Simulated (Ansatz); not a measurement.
C$_{2}$H$_{7}$NS (`NCCS`). The species carries charge 0 and has multiplicity 1.

Z-matrix (Å, degrees):
```
C
C 1 1.515
N 1 1.448 2 110.5
H 1 1.103 2 108.6 3 126.1
H 1 1.096 2 107.9 3 -118.5
S 2 1.815 1 113.8 3 -62.6
H 2 1.091 1 111.2 3 173.6
H 2 1.092 1 109.7 3 54.0
H 3 1.014 1 109.4 2 59.6
H 3 1.011 1 111.0 2 178.2
H 6 1.344 2 96.7 1 -67.2
```

Task: What are the harmonic wavenumbers in cm⁻¹ at PBE0-D4/def2-TZVP (Ansatz, finite differences of forces, unscaled)? (Best estimate.)

Result: Computed: 162, 227, 266, 318, 465, 670, 782, 859, 901, 943, 1091, 1132, 1162, 1224, 1309, 1334, 1422, 1449, 1501, 1646, 2700, 2956, 3053, 3081, 3136, 3518, 3609.

Task: Is this a minimum?

Result: Yes, all 27 modes are real.

Task: Give the ideal-gas thermochemistry at 298.15 K and 1 bar (rigid rotor, harmonic oscillator; point group C1, symmetry number 1).

Result: Zero-point energy 244.7 kJ/mol; H(298) − E = 261.9 kJ/mol; entropy 308.7 J/(mol·K), of which translation 163.1, rotation 106.2, vibration 39.4; G(298) − E = 169.8 kJ/mol.
